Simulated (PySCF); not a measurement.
**MgH at PBE0**

Computed with PBE0; basis Mg aug-pcseg-1, H aug-pcseg-1; no relativity; PySCF 2.14.

| Quantity | Value |
| --- | --- |
| state | ²Σ⁺ (doublet), unpaired electrons σ ↑ |
| bond length | 175.7 pm |
| harmonic wavenumber | 1402 cm⁻¹ |
| force constant | 1.12 mdyn/Å |
| rotational constant Be | 5.648 cm⁻¹ |
| anharmonicity ωexe | 26.9 cm⁻¹ |
| vibration–rotation constant αe | 0.172 cm⁻¹ |
| well depth De to Mg + H | 1.35 eV |
| dissociation energy D0 | 1.26 eV |
| bond order (Mayer) | 0.84 |
| dipole moment (positive dipole means Mg(−)H(+)) | -1.33 D |

The state is the lowest determinant that a PBE0 search found; another state may lie lower at other levels.
